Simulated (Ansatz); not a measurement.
2H WSe2 was calculated with r²SCAN-D4 (Ansatz, a quantum-chemistry and plane-wave program, plane waves, PAW).

Rigid layers of the crystal as relaxed at this level are moved apart or together:

```tsv
run	k mesh	layer repeat (Å)	energy against free layers (meV/Å²)	gap on the mesh (eV)
1	12×12×4	6.18	-14.22	0.851
2	12×12×4	6.33	-18.31	0.976
3	12×12×4	6.48	-20.18	1.094
4	12×12×4	6.68	-20.52	1.240
5	12×12×4	6.98	-18.70	1.432
6	12×12×4	7.48	-14.01	1.641
7	12×12×2	8.48	-6.91	1.683
8	12×12×2	10.48	-1.85	1.688
```

The lowest energy of these points lies at a layer repeat of 6.68 Å.

Spin–orbit coupling is not included.
